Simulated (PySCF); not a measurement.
1-hexene, C6H12.
SMILES with atom numbers: `[CH2:1]=[CH:2][CH2:3][CH2:4][CH2:5][CH3:6]` (hydrogens: H7, H8 on C1; H9 on C2; H10, H11 on C3; H12, H13 on C4; H14, H15 on C5; H16, H17, H18 on C6)

All values: PBE0/pcSseg-1 (PySCF, non-relativistic), on one gas-phase PBE0-D3(BJ)/def2-SVP geometry that isn't relaxed in the solvent. The solvent is an IEF-PCM continuum (Bondi radii, 1.10 Å for H, scaled by 1.2). The model holds no explicit solvent molecules, cavitation or dispersion.

Gas phase at PBE0/pcSseg-1: HOMO -7.34 eV, LUMO 0.46 eV, dipole 0.43 D.

What does the continuum do to the energy, the frontier levels and the dipole at PBE0/pcSseg-1 in acetone and acetonitrile?

```
     solvent      ε  E(solvent) − E(gas) (kcal/mol)  polarisation term (kcal/mol)  distortion of the solute (kcal/mol)  HOMO (eV)  LUMO (eV)  dipole (D)
     acetone  20.49                           -1.53                         -1.63                                 0.10      -7.38       0.43        0.58
acetonitrile  35.69                           -1.59                         -1.70                                 0.11      -7.38       0.43        0.59
```

The polarisation term is half the interaction of the solute with the surface charges that it induces; the rest is the cost of distorting the solute's density. The sum is the electrostatic part of solvation alone. From acetone to acetonitrile the lowering changes by a factor 1.04, Onsager's factor (ε − 1)/(2ε + 1) by 1.03 and ε itself by 1.7.

Which Hirshfeld charges (PBE0/pcSseg-1) respond most in acetone (means over atoms taken as equivalent)?

```json
{"atoms": "C1", "environment": "terminal =CH2 carbon", "gas (e)": "-0.110", "solvent (e)": "-0.120", "change": "-0.010"}
{"atoms": "C2", "environment": "alkene CH carbon", "gas (e)": "-0.036", "solvent (e)": "-0.039", "change": "-0.003"}
{"atoms": "H9", "environment": "vinylic hydrogen", "gas (e)": "+0.042", "solvent (e)": "+0.045", "change": "+0.003"}
{"atoms": "H10/H11", "environment": "methylene hydrogen", "gas (e)": "+0.039", "solvent (e)": "+0.042", "change": "+0.003"}
{"atoms": "C6", "environment": "methyl carbon", "gas (e)": "-0.114", "solvent (e)": "-0.116", "change": "-0.002"}
{"atoms": "H7", "environment": "vinylic hydrogen", "gas (e)": "+0.041", "solvent (e)": "+0.043", "change": "+0.002"}
```

Shape of the structure used: `[CH2:1]=[CH:2][CH2:3][CH2:4][CH2:5][CH3:6]`: C1–C2–C3–C4 -118°, C2–C3–C4–C5 -179°, C3–C4–C5–C6 180°.
